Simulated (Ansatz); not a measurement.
# SiF− (singlet): from Hartree-Fock to the top rungs, aug-cc-pVDZ

An exercise on one series of results from a longer session: the logs are not shown, and one member is left open.

Program: Ansatz 0.2.0, Gaussian basis. Level of theory: aug-cc-pVDZ, core rule «outside noble gas», up to 6 orbitals frozen. These are calculated values, not measurements.

Plan: UHF; CCSD(T) on RHF; CCSD(T) on UHF; BCCD(T) on RHF; CISD; CCSDT(Q) on RHF; CCSDT(Q) on UHF.

13 further runs of the same task are left out: 5 for a known fault of the program, 2 that didn't finish, 6 set aside as unsound or not needed. Runs told in other sessions of the task aren't counted.

### What is computed

The geometry is a PBE0/def2-TZVPD stationary point (not a proven minimum).

2 atoms, charge -1, spin multiplicity 1.

Atoms are counted from 1 here; the program's logs count them from 0.

Bond lengths: Si1–F2 1.692 Å.

Set-up of the first run:

Input file in.yaml:

```yaml
crystal:
  periodic: [false, false, false]
  atoms:
    - {symbol: Si, position_ang: [0.000000, 0.000000, 0.000000]}
    - {symbol: F, position_ang: [0.000000, 0.000000, 1.691600]}
basis:
  gaussian: {orbitals: aug-cc-pVDZ}
total_charge: -1
magnetization: {spin_polarized: true, initial_magnetization: 0}
hamiltonian: {xc: hf}
output: {orbitals: {seedname: orbitals}}
```

Run with:

```console
$ ansatz run in.yaml --threads 1 --pin off --events-out ev --progress --plain --max-ram 2393MiB
```

Steps of the session up to this table: UHF; CCSD(T) on RHF; CCSD(T) on UHF; BCCD(T) on RHF; CISD; CCSDT(Q) on RHF; CCSDT(Q) on UHF.

One of the session's tables, all rows but one given; the rest of the session is left out.

It belongs to the step «Misses and costs». 

| method | from RCCSDT(Q) (meV) |
| --- | --- |
| RHF | +9025.0 |
| UHF | +7963.9 |
| RMP2 | +996.5 |
| UMP2 | +416.1 |
| CISD | ? |
| RCCSD | +465.9 |
| UCCSD | -90.5 |
| RCCSD(T) | +191.1 |
| UCCSD(T) | -353.5 |
| BCCD(T) | +184.1 |
| RCCSDT | +76.6 |
| UCCSDT | -548.5 |
| RCCSDT(Q) | 0 |
| UCCSDT(Q) | -633.2 |

**Question.** Estimate the row for CISD.

As computed: from RCCSDT(Q) (meV): +1257.9. In the column «from RCCSDT(Q) (meV)» it lies between RMP2 (+996.5) and UHF (+7963.9).

The program flags UCCSD(T), RCCSDT(Q), UCCSDT(Q) as in doubt (see the logs), so the zero of the table is itself unsure.

Caveats from the session: The determinant of CCSD(T) (⟨S²⟩ 1.04) is far from a pure spin state, so its energy mixes those of several spin states; high orders of coupled cluster remove much of that, low ones don't. The report flags that the cluster equations may have other roots. The determinant of CCSDT(Q) (⟨S²⟩ 1.04) is far from a pure spin state, so its energy mixes those of several spin states; high orders of coupled cluster remove much of that, low ones don't. The program flags UCCSD(T), RCCSDT(Q), UCCSDT(Q) as in doubt, so the zero of the table is itself unsure. Warnings: restricted reference is unstable; spin contamination. Restricted and unrestricted rows rest on different reference determinants; a gap between their highest levels can come from leftover correlation error, from unlike frozen cores or from another state.
